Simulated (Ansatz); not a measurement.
Species: BCl3, SMILES `ClB(Cl)Cl` (charge 0, multiplicity 1), formula BCl3.

How many basis functions does Ansatz (a first-principles code) with frozen-core CCSD(T)/cc-pVTZ // B3LYP-D3(BJ)/def2-TZVP use, how many core orbitals are frozen, and how many electrons are correlated?

132 basis functions and 16 frozen orbitals, which leaves 24 correlated electrons. Core time is of the order of seconds.
